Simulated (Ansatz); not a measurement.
**C₃H₆S₃: vertical ionisation energy**

Aim: the vertical ionisation energy of C₃H₆S₃, as cation minus neutral at the neutral's geometry, on several levels, and how well −ε(HOMO) stands in for it.

Computed with Ansatz 0.2.0, Gaussian basis. Level: unrestricted cation, the program's frozen cores in correlated methods.

Plan: UKS PBE-D4/def2-TZVPP; UKS r2SCAN-D4/def2-TZVPP; UKS PBE0-D4/def2-TZVPP; UKS B3LYP-D4/def2-TZVPP; UKS wB97X-V/def2-TZVPP; UKS wB97M-V/def2-TZVPP; UKS B2PLYP/def2-TZVPP; UHF-CCSD(T)/def2-TZVPP; UHF-MP2/def2-QZVPP; extrapolation to the limit; then −ε(HOMO) from the neutral's earlier runs with LDA (SPW92), PBE-D4, revPBE-D4, BLYP-D4, r2SCAN-D4, B97M-V, PBE0-D4, B3LYP-D4, r2SCANh-D4, r2SCAN0-D4, HSE06-D4, BHLYP-D4, CAM-B3LYP-D4, LC-ωPBE, ωB97X-V, ωB97M-V.

### 1 The relaxed structure

All runs share one geometry, relaxed beforehand with PBE0-D4 in a triple-zeta def2 set.

SMILES `C1SCSCS1`, 12 atoms, charge 0, spin multiplicity 1.

Atoms are counted from 1 here; the program's logs count them from 0.

Bond lengths: C1–S2 1.799 Å, C1–S6 1.799 Å, C1–H7 1.090 Å, C1–H8 1.094 Å, S2–C3 1.799 Å, C3–S4 1.799 Å, C3–H9 1.094 Å, C3–H10 1.090 Å, S4–C5 1.799 Å, C5–S6 1.799 Å, C5–H11 1.090 Å, C5–H12 1.094 Å. Angles: S2–C1–S6 116.3°, S2–C1–H7 106.4°, S2–C1–H8 109.7°, S6–C1–H7 106.4°, S6–C1–H8 109.7°, H7–C1–H8 108.0°, C1–S2–C3 98.7°, S2–C3–S4 116.3°, S2–C3–H9 109.7°, S2–C3–H10 106.4°, S4–C3–H9 109.7°, S4–C3–H10 106.4°, H9–C3–H10 108.0°, C3–S4–C5 98.7°, S4–C5–S6 116.3°, S4–C5–H11 106.4°, S4–C5–H12 109.7°, S6–C5–H11 106.4° and more.

As a file:

```tsv
atom	x (Å)	y (Å)	z (Å)
C1	-1.36210	-0.69678	0.38056
S2	-0.93482	-0.94654	-1.34949
C3	0.80132	-0.48018	-1.27002
S4	1.14632	1.23818	-0.86238
C5	0.49665	1.25450	0.81559
S6	-1.27592	0.99566	0.98566
H7	-2.40133	-1.00883	0.48829
H8	-0.74657	-1.34560	1.01007
H9	1.32856	-1.13783	-0.57315
H10	1.21007	-0.64726	-2.26701
H11	0.70142	2.24848	1.21443
H12	1.03638	0.52620	1.42745
```

### 2 Cation, UKS PBE-D4/def2-TZVPP

File in.yaml:

```yaml
crystal:
  periodic: [false, false, false]
  atoms:
    - {symbol: C, position_ang: [-1.362097, -0.696784, 0.380558]}
    - {symbol: S, position_ang: [-0.934818, -0.946540, -1.349486]}
    - {symbol: C, position_ang: [0.801325, -0.480179, -1.270017]}
    - {symbol: S, position_ang: [1.146320, 1.238181, -0.862378]}
    - {symbol: C, position_ang: [0.496646, 1.254502, 0.815587]}
    - {symbol: S, position_ang: [-1.275920, 0.995663, 0.985660]}
    - {symbol: H, position_ang: [-2.401332, -1.008835, 0.488291]}
    - {symbol: H, position_ang: [-0.746575, -1.345601, 1.010070]}
    - {symbol: H, position_ang: [1.328564, -1.137835, -0.573150]}
    - {symbol: H, position_ang: [1.210070, -0.647257, -2.267015]}
    - {symbol: H, position_ang: [0.701424, 2.248476, 1.214431]}
    - {symbol: H, position_ang: [1.036381, 0.526199, 1.427448]}
basis:
  gaussian: {orbitals: def2-TZVPP}
total_charge: 1
magnetization: {spin_polarized: true, initial_magnetization: 1}
hamiltonian: {xc: pbe, dispersion: d4}
```

Started as:

```sh
$ ansatz run in.yaml --threads 2 --pin off --events-out ev --progress --plain --max-ram 22528MiB --backend cuda --devices 0, --max-vram 18GiB
```

After this run come: Cation, UKS r2SCAN-D4/def2-TZVPP; Cation, UKS PBE0-D4/def2-TZVPP; Cation, UKS B3LYP-D4/def2-TZVPP; Cation, UKS wB97X-V/def2-TZVPP; Cation, UKS wB97M-V/def2-TZVPP; Cation, UKS B2PLYP (frozen core)/def2-TZVPP; Cation, UHF-CCSD(T)/def2-TZVPP; Cation, UHF-MP2/def2-QZVPP.

Before running them: what should the planned runs give, taken together? Wanted: ionisation energy, CCSD(T)/CBS; nearest functional by difference; nearest −ε(HOMO); −ε(HOMO) of PBE; T1 of the cation.

**Answer**, as computed:

```
                        quantity               value
  ionisation energy, CCSD(T)/CBS             8.82 eV
nearest functional by difference  ωB97X-V (-0.09 eV)
                nearest −ε(HOMO)  ωB97X-V (+0.04 eV)
                 −ε(HOMO) of PBE             5.37 eV
                T1 of the cation               0.033
```

Energy differences with functionals land within 0.69 eV of the reference. −ε(HOMO) of PBE misses by 3.5 eV, since self-interaction lifts the level. Among orbital estimates ωB97X-V comes nearest. Hartree-Fock falls 1.09 eV short, as the neutral has more correlation energy than the cation. The cation's T1 (from the report) is 0.033, near the customary mark of 0.045 for open shells, so the coupled-cluster value is less safe.
